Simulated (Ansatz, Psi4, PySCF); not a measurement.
System: CHO2, net charge 0, doublet state. SMILES: [O]C=O
Geometry: optimised at B3LYP-D3(BJ)/def2-TZVP (Ansatz, a first-principles code).

Quantity: atomisation energy, in kcal/mol. Conventions: frozen cores in correlated levels; no dispersion term unless named; atomisation electronic, to ground-state atoms; spin-orbit terms left out; 6-311+G** with 5d; non-relativistic; UHF or UKS for open shells; six Cartesian d functions in 6-31G* and its kin unless marked 5d. Ab initio and DFT rows: single points at B3LYP-D3(BJ) geometries (Ansatz). A UHF reference is markedly spin-contaminated in at least one set, which strains HF and MP2. The Hartree-Fock reference of [O]C=O is unstable towards a lower, spin-broken solution.

```json
[
 {"level": "HF/3-21G", "program": "Ansatz", "atomisation energy (kcal/mol)": "170.8"},
 {"level": "HF/6-311+G**", "program": "Ansatz", "atomisation energy (kcal/mol)": "221.0"},
 {"level": "BLYP/6-31G*", "program": "Ansatz", "atomisation energy (kcal/mol)": "400.4"},
 {"level": "B3LYP/6-31G*", "program": "Ansatz", "atomisation energy (kcal/mol)": "382.5"},
 {"level": "B3LYP/def2-SVP", "program": "Ansatz", "atomisation energy (kcal/mol)": "389.3"},
 {"level": "M06-2X/6-311+G**", "program": "PySCF", "atomisation energy (kcal/mol)": "372.9"},
 {"level": "wB97X-D/6-31G*", "program": "Psi4", "atomisation energy (kcal/mol)": "381.1"},
 {"level": "MP2/3-21G", "program": "Ansatz", "atomisation energy (kcal/mol)": "285.1"},
 {"level": "MP2/6-311+G**", "program": "Ansatz", "atomisation energy (kcal/mol)": "352.6"},
 {"level": "PBE0/def2-TZVPD", "program": "Ansatz", "atomisation energy (kcal/mol)": "385.1"},
 {"level": "wB97M-V/def2-TZVPD", "program": "Ansatz", "atomisation energy (kcal/mol)": "380.6"},
 {"level": "B2PLYP-D3(BJ)/def2-TZVPD", "program": "Ansatz + dftd3", "atomisation energy (kcal/mol)": "378.5"}
]
```

No value to compare with is used here. The 9 habitual levels span 170.8 (HF/3-21G) to 400.4 kcal/mol (BLYP/6-31G*); wB97M-V/def2-TZVPD gives 380.6.

The levels are drawn from those run, B3LYP/6-31G* more often than the rest, none by its result; runs whose electronic state is in doubt are left out.
